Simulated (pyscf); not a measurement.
Four-centre exchange: H₂N–Si(SiH₃)(SiH₃)–SiH₃ + BH₃ → H₂B–NH–Si(SiH₃)(SiH₃)–SiH₃ + H₂

Gas phase, singlet surface, charge 0. Bonds broken: N1–H6, B17–H18. Bonds formed: N1–B17, H6–H18. Structures and frequencies: ωB97X-D3(BJ)/def2-SVP in PySCF.

Transition state (Å):

```xyz
20

N      0.8135    -0.1552     1.7409
Si    -0.4060     0.1703     0.5031
Si    -2.5226    -0.5784     1.1478
Si    -0.4903     2.4630     0.0817
Si     0.2010    -0.9110    -1.4736
H      2.0735    -0.6601     1.4525
H      0.8133     0.4348     2.5686
H     -3.4954    -0.3034     0.0468
H     -2.9829     0.1360     2.3772
H     -2.5038    -2.0451     1.4226
H     -1.6129     2.7565    -0.8581
H     -0.7183     3.2176     1.3519
H      0.7884     2.9386    -0.5267
H      1.6718    -0.7692    -1.6959
H     -0.5198    -0.2526    -2.6051
H     -0.1564    -2.3582    -1.4567
B      1.2934    -1.6506     2.0127
H      2.5712    -1.5260     1.5382
H      1.4442    -1.9362     3.1785
H      0.8006    -2.4593     1.2551
```

One imaginary mode, 1392i cm⁻¹; descent along it reached the two sides named, in the forms told below.

```json
[
 {"bond": "N1–H6", "change": "breaks", "reactant side (Å)": "1.022", "saddle": "1.388", "product side": "3.9"},
 {"bond": "B17–H18", "change": "breaks", "reactant side (Å)": "1.230", "saddle": "1.369", "product side": "3.0"},
 {"bond": "N1–B17", "change": "forms", "reactant side (Å)": "1.648", "saddle": "1.594", "product side": "1.405"},
 {"bond": "H6–H18", "change": "forms", "reactant side (Å)": "2.571", "saddle": "1.002", "product side": "0.760"}
]
```

Electronic energies relative to the separated reactants (eV):

| level | barrier | reaction energy | reverse barrier |
|---|---|---|---|
| ωB97X-D3(BJ)/def2-TZVP | 0.19 | -1.39 | 1.58 |
| PBE/def2-TZVP | -0.07 | -1.42 | 1.34 |
| r²SCAN/def2-TZVP | 0.02 | -1.43 | 1.44 |
| B3LYP-D3(BJ)/def2-TZVP | 0.21 | -1.42 | 1.62 |
| PBE0-D3(BJ)/def2-TZVP | -0.05 | -1.41 | 1.37 |
| M06-2X/def2-TZVP | 0.18 | -1.45 | 1.63 |
| ωB97M-D3(BJ)/def2-TZVP | 0.19 | -1.39 | 1.57 |
| HF/def2-TZVP | 1.24 | -1.05 | 2.29 |

With ωB97M-D3(BJ)/def2-TZVP energies and thermal terms (ideal gas, 1 atm, RRHO with modes under 100 cm⁻¹ raised to 100, one conformer, R ln 2 for chiral ones without a mode under 150 cm⁻¹), in eV:

```
T (K)   ΔH‡   ΔG‡     ΔH     ΔG
-----  ----  ----  -----  -----
298    0.20  0.69  -1.45  -1.32
600    0.18  1.20  -1.42  -1.19
900    0.19  1.71  -1.39  -1.09
1200   0.22  2.21  -1.37  -0.99
```

On the reactant side the descent ends in an adduct with a B–N contact, 1.44 eV under the separated species and 1.63 eV under the saddle at ωB97X-D3(BJ)/def2-TZVP. At PBE, PBE0-D3(BJ) the saddle lies under the separated reactants, which points to a path from their complex (located at ωB97X-D3(BJ) alone). What is counted as formed (B–N) is already present as a longer contact in the reactant adduct; forming that adduct is a step of its own. At the saddle there is also a short B–H contact that neither side keeps. H₂N–Si(SiH₃)(SiH₃)–SiH₃ lies 0.55 eV over its isomer H₃Si–NH–SiH(SiH₃)–SiH₃ (electronic energy, ωB97M-D3(BJ)/def2-TZVP). One saddle was located; it need not be the lowest between these sides.
